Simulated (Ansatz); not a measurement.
A run of Ansatz (development build ahead of 0.2.0) on singlet N2O at this shape:

```yaml
atoms:
  - { symbol: N, position_ang: [0.0000, 0.0000, -1.0987] }
  - { symbol: N, position_ang: [0.0000, 0.0000, -0.0628] }
  - { symbol: O, position_ang: [0.0000, 0.0000, 1.0164] }
```

Its results:

```yaml
Converged: yes
Total_energy: -183.50571 hartree
Spin_squared_of_the_determinant: 0.000
```

Which input gives this output? Name the method, the orbitals and the basis set, and write the input.

RHF in 6-31G. An unrestricted run that stays on the closed shell gives the same numbers.

```yaml
crystal:
  periodic: [false, false, false]
  atoms:
    - { symbol: "N", position_ang: [0.0, 0.0, -1.09873] }
    - { symbol: "N", position_ang: [0.0, 0.0, -0.06282] }
    - { symbol: O, position_ang: [0.0, 0.0, 1.01636] }
basis:
  gaussian: { orbitals: "6-31G" }
hamiltonian:
  xc: hf
```

Caution: no unrestricted run beside it, a lower state can exist.
